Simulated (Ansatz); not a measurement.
# C$_{2}$H$_{6}$, singlet: the ladder up to RCCSDTQ

Geometry: MP2(full)/6-31G*, from the G2/97 set.

```
atom    x (Å)    y (Å)    z (Å)
   C   0.0000   0.0000   0.7622
   C   0.0000   0.0000  -0.7622
   H   0.0000   1.0190   1.1572
   H  -0.8824  -0.5095   1.1572
   H   0.8824  -0.5095   1.1572
   H   0.0000  -1.0190  -1.1572
   H  -0.8824   0.5095  -1.1572
   H   0.8824   0.5095  -1.1572
```

Basis 6-31G; Ansatz 0.2.0. Only valence electrons are correlated (noble-gas cores frozen), which leaves 14 electrons in 28 orbitals. R marks a restricted (for open shells ROHF) determinant. Active spaces: frontier = (8e, 8o) about the gap.

Full CI isn't at hand for all of this; RCCSDTQ serves as the reference, and is uncertain by about the last step of the cluster series.

```
UHF ⟨S²⟩                          : 0.000
T1 diagnostic (RCCSD)             : 0.0041
largest doubles amplitude (RCCSD) : 0.043
```

```
   level  E − E(RHF) (eV)
    RMP2          -5.1148
   RCCSD          -5.9647
RCCSD(T)          -6.0708
```

Question: Estimate how far RCCSDTQ in 6-31G lies from RCCSD(T). The table doesn't fix it; the size of (T) and the diagnostics are the guide.

Answer: RCCSDTQ in 6-31G lies 0.59 mEh below RCCSD(T), which is 15 % of the (T) step (-3.90 mEh). The diagnostics are small and one determinant leads, so the series closes fast and only a small part of (T) is left.

The other levels:

```
                    level  E − E(RCCSDTQ) (mEh)  share of correlation (%)    wall time
                     CISD                 20.49                     90.84       0.77 s
                  BCCD(T)                  0.59                     99.73       0.43 s
                   RCCSDT                  0.20                     99.91            –
                   CISDTQ                  1.15                     99.48  63 s (H100)
                RCCSDT(Q)                 -0.01                    100.01        2.7 s
  CASSCF (frontier space)                140.71                     37.09            –
  NEVPT2 (frontier space)                 24.63                     88.99        9.5 s
  MRCISD (frontier space)                  8.78                     96.07            –
MRCISD+Q (frontier space)                  1.11                     99.51         12 s
```

The correlation energy at RCCSDTQ, counted from RHF, is -6.087 eV. That run took 17 s on 2 threads of AMD EPYC 7R13 with a shared H100 80 GB, shared host.

Times hold each run's SCF and search for its determinant on a shared host, so for small cases they say little of a method's own cost; rows without a card ran on 1 thread of AMD EPYC 7R13.

Atomization energy (electronic, same basis, no zero-point term; atoms at the same level, unrestricted beside the R rows where the molecule is a closed shell, with restricted open-shell steps beyond CCSDT(Q)) at RCCSDTQ: 2628.1 kJ/mol. Errors of other levels:

```tsv
level	error (kJ/mol)
RHF	-390.7
RMP2	-20.0
CISD	-50.4
RCCSD	-9.3
RCCSD(T)	-0.8
BCCD(T)	-0.7
RCCSDT	-0.5
CISDTQ	-2.9
RCCSDT(Q)	0.0
```

This basis is far from its limit, so the value isn't to be set against a measured one. Truncated CI isn't size-consistent, which counts against it in atomization.
